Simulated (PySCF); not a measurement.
Cartesian coordinates (Å):
```xyz
4

Si     0.0001     0.0008     0.3307
H     -0.2067     1.4009    -0.1167
H     -1.1104    -0.8802    -0.1095
H      1.3170    -0.5222    -0.1112
```
Charge 0, spin multiplicity 2.

**Question.** Predict the total energy, dipole moment and highest occupied spin orbital from r2SCAN-D4/def2-TZVP in PySCF.

**Answer.** 
```yaml
total_energy: -291.2070 Ha
dipole_moment: 0.05 D
highest_occupied_spin_orbital: -5.65 eV
```
